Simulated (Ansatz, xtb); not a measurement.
**Ranking isomers of H4NO2P**

3 gas-phase structures of H4NO2P, found in a search over its isomers (lower ones may exist). Each was relaxed with GFN2-xTB:

A. `N=[PH](O)O`, a singlet
B. `N[P@H](=O)O`, a singlet
C. `NP(O)O`, a singlet

Task: Which do you expect lowest at r2SCAN-D4/def2-SVP, and how would the others follow?

Result: Calculated order at r2SCAN-D4/def2-SVP: B (0.000), C (0.199), A (0.945) eV.

Energies above the lowest of each column, in eV; the last columns are at PBE0-D3(BJ)/def2-SVP geometries:

```json
{"structure": "B", "GFN2-xTB": "0.000", "HF/STO-3G": "3.470", "r2SCAN-D4/def2-SVP": "0.000", "PBE0-D3(BJ)/def2-SVP": "0.000", "CCSD(T)/def2-TZVP": "0.000"}
{"structure": "C", "GFN2-xTB": "0.353", "HF/STO-3G": "0.000", "r2SCAN-D4/def2-SVP": "0.199", "PBE0-D3(BJ)/def2-SVP": "0.163", "CCSD(T)/def2-TZVP": "0.564"}
{"structure": "A", "GFN2-xTB": "0.874", "HF/STO-3G": "4.102", "r2SCAN-D4/def2-SVP": "0.945", "PBE0-D3(BJ)/def2-SVP": "0.950", "CCSD(T)/def2-TZVP": "1.003"}
```

CCSD(T)/def2-TZVP puts B lowest; HF/STO-3G picks C. Flexible structures stand in one conformer each, not always the lowest.

Programs: Ansatz 0.2.0, xtb 6.7.1.
